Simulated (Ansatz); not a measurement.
Results of rVV10 (Ansatz, a program for electronic structure, plane waves, PAW) for fcc Ag.

Settings: plane-wave cutoff 520 eV, 24×24×24 k mesh, Fermi–Dirac smearing 0.05 eV, no spin polarisation, scalar-relativistic PAW data made under PBE.

Computed at the level's own relaxed cell.

Estimate the volume per atom, bulk modulus B0, lattice parameter a and pressure derivative B′ of the bulk modulus that the calculation returns.


- volume per atom = 18.08 Å³/atom
- bulk modulus B0 = 94.3 GPa
- lattice parameter a = 4.167 Å
- pressure derivative B′ of the bulk modulus = 5.6

The run finds no gap.

Measured, for comparison: equilibrium volume per atom 16.76 Å³/atom (static lattice: zero-point anharmonic expansion removed; as tabulated in Mejia-Rodriguez and Trickey (2018), arXiv:1807.09216); bulk modulus 110 GPa (corrected for temperature and zero-point phonon effects, our sources range from 104 to 111; as tabulated in Levämäki et al. (2014), arXiv:1402.3671); lattice constant a 4.062 Å (static lattice: zero-point anharmonic expansion removed, our sources range from 4.056 to 4.063; as tabulated in Mejia-Rodriguez and Trickey (2018), arXiv:1807.09216). Computed (rounded) less measured: equilibrium volume per atom +7.9 %, bulk modulus -14 % (-9 % to -15 % over the range), lattice constant a +2.6 % (+2.6 % to +2.7 % over the range).

Static lattice: no zero-point or thermal effects.
